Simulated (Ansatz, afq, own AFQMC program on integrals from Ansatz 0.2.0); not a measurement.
C₂H, doublet in 6-31G, levels against full CI

```xyz
3

C     0.0000    0.0000   -0.0367
C     0.0000    0.0000   -0.9927
H     0.0000    0.0000    1.0293
```

Connectivity, by distances: CH–C.

Basis 6-31G. Noble-gas cores (and the filled d shells of Ga–Kr and In–Xe) are frozen. Ansatz 0.2.0 and our own AFQMC program on the same integrals; the CISD trial comes from CCSD amplitudes, and released means the phaseless constraint is let go. Error bars are statistical, one sigma.

Determinant: UHF, the one that the program's search chose, which needn't be the lowest solution. The geometry is a point of a scan.

Full CI on the same integrals is exact in this basis and with this determinant's frozen core.

Cautions: the ph-AFQMC/CISD walk drifts between its halves (2.6 errors).

```
T1 diagnostic                               : 0.0163
weight of the determinant in the CISD state : 0.924
⟨S²⟩ of the determinant                     : 0.797
size of the correlated space                : 9 electrons in 18 orbitals
```

```csv
level,correlation energy (eV)
MP2,-3.4685
CCSD,-3.9717
CCSD(T),-4.0542
```

Question: Estimate where full CI lies against CCSD(T) on the same integrals.

Answer: 0.46 kcal/mol below CCSD(T).

Reference: full CI, correlation energy -4.074 eV. The released energy is read at 2.40 1/Eh (meV from the phaseless value at times in 1/Eh: -1.6 ± 1.8 at 0.24, -3.1 ± 1.6 at 0.51, -2.2 ± 1.5 at 0.99, -3.9 ± 1.6 at 1.62, -3.3 ± 1.5 at 2.40).

| level | E − E(reference) (kcal/mol) | share of correlation (%) |
| --- | --- | --- |
| CCSD(T) | 0.46 | 99.51 |
| CCSDT | 0.26 | 99.73 |
| CCSDT(Q) | 0.02 | 99.97 |
| CCSDTQ | 0.02 | 99.98 |
| ph-AFQMC/CISD | 0.09 ± 0.07 | 99.90 |
| released AFQMC | 0.02 ± 0.03 | 99.98 |

CCSDT and higher add their correlation energy to the determinant of the CCSD(T) run, since their own runs factorise the integrals more tightly (a shift of under 2 meV). A walk keeps the symmetry of its determinant, which the program's search chose and which needn't be the lowest solution, so a lower state of the same spin and another symmetry isn't excluded. Released energies are given only where the last usable release times agree within the noise; a slower fall can still hide under it.
